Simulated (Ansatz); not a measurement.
## 2H WS₂

Computed with r²SCAN (Ansatz, an electronic-structure program, plane waves, PAW).

Numerical settings: plane-wave cutoff 500 eV, 12×12×4 k mesh (along the axes of the cell as run), gaussian smearing 0.02 eV, no spin polarisation, scalar-relativistic PAW data made under PBE.

Cell: relaxed at this level.

For 2H WS₂, the equilibrium volume per atom is 19.10 Å³/atom. The lattice parameter a is 3.182 Å and the lattice parameter c is 13.070 Å. The band gap comes out as 1.37 eV (on the SCF k mesh).

Measured, for comparison: band gap 1.35 eV (room temperature, no zero-point or thermal correction, bulk 2H; as tabulated in Bastos et al. (2019), arXiv:1903.08112); lattice constant a 3.153 Å, lattice parameter c 12.323 Å (300 K, no zero-point or thermal correction; as tabulated in arXiv:1605.07067). Computed (rounded) less measured: lattice constant a +0.9 %, lattice parameter c +6.1 %.

Note: the cell comes from a level without a dispersion term, which matters for the spacing of layers, chains or molecules; the cell has widely spaced layers and the level no dispersion term, so their spacing and the moduli can rest on weak binding.

Spin–orbit coupling is not included.

Static lattice: no zero-point or thermal effects.
